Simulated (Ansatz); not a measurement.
Molecule: dimethylamine, C₂H₇N, net charge 0, singlet state. 
Coordinates optimised at B3LYP-D3(BJ)/def2-TZVP (Ansatz, a quantum-chemistry and plane-wave program):
SMILES: CNC
```xyz
10

C     -0.0183    -0.2257     1.2115
N     -0.0165     0.5806     0.0024
C     -0.0428    -0.2163    -1.2126
H      0.7946    -0.9698     1.2537
H      0.0610     0.4203     2.0868
H     -0.9638    -0.7689     1.2836
H      0.7920     1.1896    -0.0034
H      0.7690    -0.9601    -1.2770
H      0.0189     0.4364    -2.0843
H     -0.9897    -0.7590    -1.2698
```

Basis-set convergence of Hartree-Fock and MP2 correlation energies (hartree) with Ansatz. Valence correlation only, unless marked. No spin-orbit coupling. Non-relativistic.

```json
[
 {"basis": "aug-cc-pVDZ", "functions": "132", "E(HF)": "-134.25995", "E(corr, MP2)": "-0.48918"},
 {"basis": "aug-cc-pVTZ", "functions": "299", "E(HF)": "(withheld)", "E(corr, MP2)": "(withheld)"}
]
```

Task: Complete the blanks.

Result: 
- aug-cc-pVTZ, E(HF): -134.29456
- aug-cc-pVTZ, E(corr, MP2): -0.58648
